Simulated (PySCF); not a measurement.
Level of theory: PBE-D3(BJ)/def2-TZVP // PBE0-D4/def2-SVP in PySCF 2.14.0. Gas-phase values, no solvent. 

Reference species (SMILES): `CC#N` (neutral, multiplicity 1).

- HOMO = -8.07 eV
- dipole moment = 3.95 D

Changed species: `N` (free base NH3; the reference has free base CH3CN).

Question: Give the shifts of the HOMO and dipole moment.

Answer: the HOMO rises by 2.00 eV, to -6.07 eV; the dipole moment decreases by 2.20 D, to 1.75 D.
